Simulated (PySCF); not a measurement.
SiF3, optimised at HF/6-31G*:

```xyz
4

Si    -0.0316     0.0046    -0.0028
F      0.0172     0.5958    -1.4645
F      0.0068    -1.5679    -0.1218
F      1.2829     0.4599     0.7410
```

Computed with PySCF (xtb for GFN2) and rigid-rotor harmonic-oscillator thermochemistry at 1 bar. 6-31G* has spherical d functions here. Open shells (unrestricted): SiF3 (multiplicity 2). GFN2 has no spin-polarisation term. B3LYP is the form with VWN-RPA correlation.

Problem. List the harmonic frequencies (cm⁻¹, unscaled) at this level and at the other levels, each on its own geometry.

Solution. 
- HF/6-31G*: 309, 309, 437, 899, 1035, 1035
- B3LYP/6-31G*: 278, 278, 394, 826, 968, 968
- GFN2-xTB: 208, 208, 304, 814, 903, 903
- PBE/def2-SVP: 262, 262, 371, 785, 925, 925
- PBE0/def2-TZVP: 284, 284, 402, 833, 962, 962
